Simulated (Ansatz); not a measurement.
Ansatz (an electronic-structure program) input (PBE0/def2-QZVPP):
A basis named .json is the Basis Set Exchange file of that set.

Ansatz 0.2 input:
```yaml
crystal:
  periodic: [false, false, false]
  atoms:
    - {symbol: C, position_ang: [-0.03415619, 1.19399997, -0.12080902]}
    - {symbol: S, position_ang: [-0.02347166, -0.61225806, 0.14914978]}
    - {symbol: H, position_ang: [1.25486952, -0.89535581, -0.19243828]}
    - {symbol: H, position_ang: [-1.07686297, 1.49906130, -0.05446919]}
    - {symbol: H, position_ang: [0.53441517, 1.62178100, 0.70286010]}
    - {symbol: H, position_ang: [0.40044527, 1.43812083, -1.08501611]}
    - {symbol: H, position_ang: [-0.53238339, -1.03147827, -1.03247883]}
basis:
  gaussian:
    orbitals: def2-QZVPP.json
hamiltonian:
  xc: {name: PBE0}
total_charge: 1
```

Output:

```
Functional definition: PBE0
integrals: 0.15 GiB planned
869 factors; their error is unknown
mean field: 1.48 GiB planned
mean field evaluation 1: about -11933.3218 eV, gradient 6.2e1 eV
mean field evaluation 2: about -11930.1688 eV, gradient 6.6e1 eV
mean field evaluation 4: about -11941.9470 eV, gradient 2.3e0 eV
mean field evaluation 8: about -11941.9534 eV, gradient 1.2e-2 eV
mean field evaluation 16: about -11941.9635 eV, gradient 5.2e-5 eV
mean field -11941.96346752 eV, -438.8590628778 hartree, gradient 5.2e-5 eV, S^2 0.000000; 0 other end points of the search recorded, 0 dependent functions left out
reference -11941.96349644 eV, -438.8590639405 hartree; 13, 13 occupied and 264, 264 virtual orbitals, 869 factors
Total energy: -11941.96349644 eV, -438.8590639405 hartree
```

It need not be the lowest isomer of its formula.
